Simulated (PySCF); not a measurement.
**HOF (hypofluorous acid): PBE/aug-cc-pVTZ**

What is the energy change on altering one bond length of HOF (hypofluorous acid) at PBE/aug-cc-pVTZ? 

Program for the calculation: PySCF 2.14.0.

1 further run of the same task is left out (set aside as unsound or not needed).

## (1) Starting point

HOF: 3 atoms, total charge 0, spin state singlet. As SMILES, `OF`. The coordinates come from a GFN2-xTB relaxation.

Bond lengths: O1–F2 1.386 Å, O1–H3 0.971 Å. Angles: F2–O1–H3 102.3°.

## (2) A single-point energy at PBE/aug-cc-pVTZ

Contents of calc.py:

```python
from pyscf import gto, dft

system = gto.M(
    atom=[
    ('O', (0.414430, -0.197140, 0.208800)),
    ('F', (-0.212000, 1.020440, -0.004820)),
    ('H', (-0.202430, -0.823300, -0.203980)),
],
    max_memory=1860,
    verbose=3,
    basis='aug-cc-pvtz',
    spin=0,
)

mf = dft.RKS(system)
mf.xc = 'pbe'
mf.grids.level = 5
mf.conv_tol = 1e-10
mf.kernel()
if not mf.converged:
    mf = mf.newton().run(mf.mo_coeff, mf.mo_occ)

e_tot = mf.e_tot
print('E(%s) = %.9f' % ('PBE', e_tot))
```

Command:

```console
$ OMP_NUM_THREADS=1 python calc.py
```

Standard output:

```text
converged SCF energy = -175.44542143902
E(PBE) = -175.445421439
```

Wall time 8.7 s (1 thread of Arm Neoverse V1, shared host); peak memory 0.58 GiB.

## (3) The distorted shape, same level

Contents of run.py:

```python
from pyscf import gto, dft

mol = gto.M(
    atom=[
    ('O', (0.506939, -0.103237, 0.270703)),
    ('F', (-0.119491, 1.114343, 0.057083)),
    ('H', (-0.202430, -0.823300, -0.203980)),
],
    max_memory=1860,
    basis='aug-cc-pvtz',
    verbose=3,
)

ks = dft.RKS(mol)
ks.xc = 'pbe'
ks.grids.level = 5
ks.conv_tol = 1e-10
ks.kernel()
if not ks.converged:
    ks = ks.newton().run(ks.mo_coeff, ks.mo_occ)

etot = ks.e_tot
print('E(%s) = %.9f' % ('PBE', etot))
```

Command:

```console
$ OMP_NUM_THREADS=1 python run.py
```

Standard output:

```text
converged SCF energy = -175.434328764574
E(PBE) = -175.434328765
```

It took 9.3 s on 1 thread of Arm Neoverse V1, shared host; peak memory 0.58 GiB.

## (4) Summary of results

At PBE/aug-cc-pVTZ:

| quantity | value |
| --- | --- |
| first shape: total energy | -175.44542 Eh |
| first shape: dipole moment | 1.82 D |
| first shape: HOMO energy | -7.10 eV |
| first shape: LUMO energy | -2.52 eV |
| first shape: HOMO–LUMO gap | 4.58 eV |
| distorted shape: total energy | -175.43433 Eh |
| distorted shape: dipole moment | 1.91 D |
| distorted shape: HOMO energy | -6.96 eV |
| distorted shape: LUMO energy | -2.49 eV |
| distorted shape: HOMO–LUMO gap | 4.47 eV |
| energy change with the O1–H3 bond stretched from 0.971 to 1.117 Å | 0.302 eV |

**Reading.** With the O1–H3 bond stretched from 0.971 to 1.117 Å the energy rises by 0.30 eV (29.1 kJ/mol). The first shape isn't relaxed at this level, so the change isn't measured from a minimum.
